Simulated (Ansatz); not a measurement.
Reaction (SMILES): O (H2O) → [OH-] + H+
B3LYP-D3(BJ)/def2-TZVP geometries, fixed; electronic energies without zero-point terms.

Effect of a fitting basis named in the input at PBE/aug-cc-pVTZ with Ansatz (a quantum-chemistry and plane-wave program), against the last row, where the deprotonation energy is 392.79 kcal/mol. The default fits or decomposes integrals by the program's own choice; accuracy: high also tightens integrals, grids and stops.

```json
[
 {"setting": "fitting: def2-SV(P)-JKFIT", "largest shift of a total energy (mEh)": "-0.043", "shift of the deprotonation energy (kcal/mol)": "0.001"},
 {"setting": "fitting: def2-universal-JKFIT", "largest shift of a total energy (mEh)": "-0.043", "shift of the deprotonation energy (kcal/mol)": "0.001"},
 {"setting": "fitting: cc-pVTZ-JKFIT", "largest shift of a total energy (mEh)": "-0.980", "shift of the deprotonation energy (kcal/mol)": "-0.605"},
 {"setting": "fitting: cc-pVQZ-JKFIT", "largest shift of a total energy (mEh)": "-0.869", "shift of the deprotonation energy (kcal/mol)": "-0.537"},
 {"setting": "fitting: cc-pV5Z-JKFIT", "largest shift of a total energy (mEh)": "-0.620", "shift of the deprotonation energy (kcal/mol)": "-0.384"},
 {"setting": "fitting: def2-universal-JFIT", "largest shift of a total energy (mEh)": "-0.357", "shift of the deprotonation energy (kcal/mol)": "-0.122"},
 {"setting": "accuracy: high", "largest shift of a total energy (mEh)": "0.000", "shift of the deprotonation energy (kcal/mol)": "0.000"},
 {"setting": "accuracy: medium (default)", "largest shift of a total energy (mEh)": "0.000", "shift of the deprotonation energy (kcal/mol)": "0.000"}
]
```

Within 0.3 kcal/mol in the deprotonation energy: fitting: def2-SV(P)-JKFIT; fitting: def2-universal-JKFIT; fitting: def2-universal-JFIT; accuracy: high. The largest shift is 0.980 mEh in a total energy and 0.605 kcal/mol in the difference.
